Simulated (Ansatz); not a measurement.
## Worked example: vertical ionisation energy of C3H4 (allene)

C3H4 has 7 atoms, charge 0, and is taken as a singlet. As SMILES, `C=C=C`. Geometry: relaxed at PBE0-D4/def2-TZVP.

Both states at this one shape; open shells run unrestricted unless said. 1 Eh = 27.2114 eV.

```tsv
level	program	singlet C3H4 (Eh)	doublet [C3H4]+ (Eh)	HOMO of the first (eV)
HF/def2-TZVP	Ansatz	-115.908215	-115.587670	-10.33
revPBE/def2-TZVP	Ansatz	-116.669898	-116.303982	-6.49
```

**Question.** Work out the vertical ionisation energy at each level.

**Answer.** 
1. HF/def2-TZVP: -115.587670 − (-115.908215) = 0.320545 Eh = 8.72 eV; −ε(HOMO) = 10.33 eV.
2. revPBE/def2-TZVP: -116.303982 − (-116.669898) = 0.365916 Eh = 9.96 eV; −ε(HOMO) = 6.49 eV.

No measured value is set beside it here; the levels span 8.72 to 9.96 eV. In Hartree–Fock, −ε(HOMO) (Koopmans) exceeds the difference of totals by the orbital relaxation of the ion. In semi-local functionals −ε(HOMO) lies far under the ionisation energy, a result of self-interaction. Hartree–Fock favours the state with fewer electron pairs, since it lacks pair correlation.
